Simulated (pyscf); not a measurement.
Substitution at S: HS–Zn–SH + methyl (CH₃•) → H₃C–SH + [HS–Zn]•

Gas phase, doublet surface, charge 0. Bonds broken: S1–Zn2. Bonds formed: S1–C6. Structures and frequencies: ωB97X-D3(BJ)/def2-SVP in PySCF.

Transition state (Å):

```xyz
9

S     -0.6426     0.3130    -0.4166
Zn    -1.5246    -1.3811     0.9390
S     -1.9816    -2.9819     2.3855
H     -1.8642     0.7271    -0.7879
H     -2.1268    -3.9013     1.4085
C      0.2836     1.9211    -1.4467
H      1.3521     1.7699    -1.2549
H      0.0175     1.7949    -2.5030
H     -0.1047     2.8424    -0.9967
```

One imaginary mode, 415i cm⁻¹; descent along it reached the two sides named, in the forms told below.

```json
[
 {"bond": "S1–Zn2", "change": "breaks", "reactant side (Å)": "2.163", "saddle": "2.342", "product side": "2.6"},
 {"bond": "S1–C6", "change": "forms", "reactant side (Å)": "3.7", "saddle": "2.122", "product side": "1.814"}
]
```

Electronic energies relative to the separated reactants (kJ/mol):

| level | barrier | reaction energy | reverse barrier |
|---|---|---|---|
| ωB97X-D3(BJ)/def2-TZVP | 52.2 | +30.5 | 21.7 |
| PBE/def2-TZVP | 12.3 | +10.9 | 1.5 |
| r²SCAN/def2-TZVP | 36.7 | +36.1 | 0.6 |
| B3LYP-D3(BJ)/def2-TZVP | 31.5 | +15.8 | 15.7 |
| PBE0-D3(BJ)/def2-TZVP | 31.0 | +17.5 | 13.5 |
| M06-2X/def2-TZVP | 41.1 | +9.3 | 31.8 |
| ωB97M-D3(BJ)/def2-TZVP | 52.2 | +17.9 | 34.4 |
| HF/def2-TZVP | 126.3 | +39.3 | 87.0 |

With ωB97M-D3(BJ)/def2-TZVP energies and thermal terms (ideal gas, 1 atm, RRHO with modes under 100 cm⁻¹ raised to 100, one conformer, R ln 2 for chiral ones without a mode under 150 cm⁻¹), in kJ/mol:

```tsv
T (K)	ΔH‡	ΔG‡	ΔH	ΔG
298	62.4	101.1	+31.4	+28.9
600	61.7	140.6	+26.1	+28.7
900	62.7	179.9	+23.3	+30.6
1200	64.3	218.8	+21.8	+33.3
```

On the product side the descent ends in an adduct with a S–Zn contact, 48.3 kJ/mol under the separated species and 70.0 kJ/mol under the saddle at ωB97X-D3(BJ)/def2-TZVP. What is counted as broken (S–Zn) persists as a longer contact in the product adduct; parting that adduct is a step of its own. One saddle was located; it need not be the lowest between these sides. The angle at the attacked S is 173°. Elements up to Kr have no core potential and no relativistic terms here.
